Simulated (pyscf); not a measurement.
**Hydrogen abstraction: H₂ (SMILES [H][H]) + NH (SMILES [NH]) [triplet] -> NH₂• (SMILES [NH2]) + H• (SMILES [H])**

Gas phase, triplet surface, charge 0. Bonds broken: H1–H2. Bonds formed: H1–N3. Optimised with ωB97X-D3(BJ)/def2-SVP in PySCF.

Transition state (Å):

```xyz
4

H     -0.7761    -0.4597     0.3413
H     -0.6277     0.1899     1.1146
N     -1.2281    -1.0181    -0.6030
H     -2.0759    -0.4316    -0.7509
```

One imaginary mode, 1408i cm⁻¹; descent along it reached the two sides named.

| bond | change | reactant side (Å) | saddle | product side |
|---|---|---|---|---|
| H1–H2 | breaks | 0.761 | 1.021 | 3.0 |
| H1–N3 | forms | 2.7 | 1.187 | 1.035 |

Electronic energies relative to the separated reactants (eV):

| level | barrier | reaction energy | reverse barrier |
|---|---|---|---|
| ωB97X-D3(BJ)/def2-TZVP | 0.66 | +0.39 | 0.27 |
| PBE/def2-TZVP | 0.27 | +0.24 | 0.03 |
| r²SCAN/def2-TZVP | 0.39 | +0.39 | 0.00 |
| B3LYP-D3(BJ)/def2-TZVP | 0.52 | +0.48 | 0.04 |
| PBE0-D3(BJ)/def2-TZVP | 0.47 | +0.32 | 0.16 |
| M06-2X/def2-TZVP | 0.75 | +0.48 | 0.27 |
| ωB97M-D3(BJ)/def2-TZVP | 0.68 | +0.44 | 0.24 |
| HF/def2-TZVP | 1.44 | +0.78 | 0.66 |

With ωB97M-D3(BJ)/def2-TZVP energies and thermal terms (ideal gas, 1 atm, RRHO with modes under 100 cm⁻¹ raised to 100, one conformer, R ln 2 for chiral ones without a mode under 150 cm⁻¹), in eV:

```csv
T (K),ΔH‡,ΔG‡,ΔH,ΔG
298,0.61,0.90,+0.47,+0.48
600,0.58,1.20,+0.46,+0.49
900,0.57,1.52,+0.46,+0.50
1200,0.57,1.83,+0.47,+0.51
```

NH₂• + H• also meet on a surface of lower spin, which isn't treated here. This is the saddle that the search found; another between the same sides may lie lower. The angle at the transferred H is 163°.
